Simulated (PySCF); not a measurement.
F4Si, charge +1, multiplicity 2. Atoms are numbered in the order given.

```xyz
5

F      1.0058     0.0000     1.1357
Si     0.0000     0.0000    -0.2068
F      0.0000    -1.3460    -0.9749
F     -1.0058     0.0000     1.1357
F      0.0000     1.3460    -0.9749
```
Charge +1, spin multiplicity 2.

Coordinates come from a ωB97X-D3(BJ)/def2-SVP optimisation. The spin state was assumed, not searched. The isomer is the one that the SMILES or the coordinates give; other isomers of the formula were not compared.

Computed with r2SCAN/def2-TZVP in PySCF.

ESP charges are fitted to the potential on shells at 1.4 to 2.0 van der Waals radii. Atomic charges (e):

```tsv
atom	Mulliken	meta-Löwdin	ESP fit	Mulliken spin
F1	0.06	-0.12	0.01	0.52
Si2	1.11	1.98	1.32	-0.05
F3	-0.12	-0.37	-0.17	0.00
F4	0.06	-0.12	0.01	0.52
F5	-0.12	-0.37	-0.17	0.00
```

Question: Give the Mayer and Wiberg (Löwdin basis) orders of the bonds. (The exact figures need the calculation; the answer reports its results.)

Answer: 
| bond | Mayer | Wiberg |
|---|---|---|
| F1–Si2 | 0.91 | 1.38 |
| Si2–F3 | 1.39 | 1.93 |
| Si2–F4 | 0.91 | 1.38 |
| Si2–F5 | 1.39 | 1.93 |
